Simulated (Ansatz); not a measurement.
A made-up structure of MgAlHCl, doublet:

```xyz
4
angstrom
Al -1.5589 0.4001 -0.5012
Mg 0.8010 -0.5022 0.5117
Cl -1.0767 -1.7010 0.0696
H -1.7053 1.6119 -1.5517
```

It is relaxed with PBE-D4/def2-SVP and then PBE0-D4/def2-TZVP (Ansatz 0.2.0). Atoms count as bonded within 1.22 times the sum of their covalent radii (H–H: 0.88 Å). The end point is not checked to be a true minimum.

**Question.** Does its bonding change? (A judgement: the text doesn't fix the answer.)

**Answer.** The calculation gives: Yes. Formed: none; broken: Mg2–Cl3.

Where it ends: The first stage lowers the energy by 1.41 eV in 18 steps. It ends as MgAlHCl ([Mg][AlH][Cl]):
```
4
angstrom
Al -1.0408 0.1514 -0.5070
Mg 1.2505 0.1279 1.1464
Cl -1.8872 -1.7748 -0.8559
H -1.8623 1.3044 -1.2551
```

Labels in which every atom is bracketed show which atoms are joined, not bond orders.

For scale, one of the runs: PBE0-D4/def2-TZVP relaxation, 112 basis functions, launched by `ansatz run in.yaml --threads 2 --pin off --events-out ev --progress --plain --max-ram 4352MiB`. The run took about 13 s on 2 CPU threads of an Intel Xeon 6975P-C (shared host).
